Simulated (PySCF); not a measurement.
System (SMILES): C#C (C2H2).
Geometry (B3LYP-D3(BJ)/def2-TZVP, fixed):
```xyz
4

C      0.0000     0.0000    -0.5984
C      0.0000     0.0000     0.5984
H      0.0000     0.0000     1.6611
H      0.0000     0.0000    -1.6611
```
Charge 0, spin multiplicity 1.

Basis-set convergence of the isotropic shielding of C1 at PBE with PySCF. GIAO, no density fitting; atoms are numbered in the order shown. All functions are spherical. No added dispersion term, no relativity. Reference: the value in pcseg-3, 108.07 ppm, itself unsure by roughly 1.09 ppm (its distance from pcSseg-2). Deviations are taken from unrounded values.

```
basis        functions
-----------  ---------
pcseg-0             22
pcseg-1             38
aug-pcseg-1         64
pcseg-2             88
aug-pcseg-2        138
pcseg-3            186
```

Task: Which is the smallest pcseg set listed that can be trusted to 10 ppm here, that is, within that of the reference together with its larger relatives (same family, alike in diffuse functions; a set with none to test it counts only in the reference's own line)?

Result: The smallest set listed that lies within 10 ppm of the reference with all its larger relatives (same family, alike in diffuse functions; a set with none counts only in the reference's own line) is pcseg-2 (88 functions, 2.28 ppm off). Inside, with no larger relative to test it: aug-pcseg-2. Value minus reference: pcseg-0 26.01, pcseg-1 15.77, aug-pcseg-1 17.67, pcseg-2 2.28, aug-pcseg-2 1.96, pcseg-3 0.00 ppm.
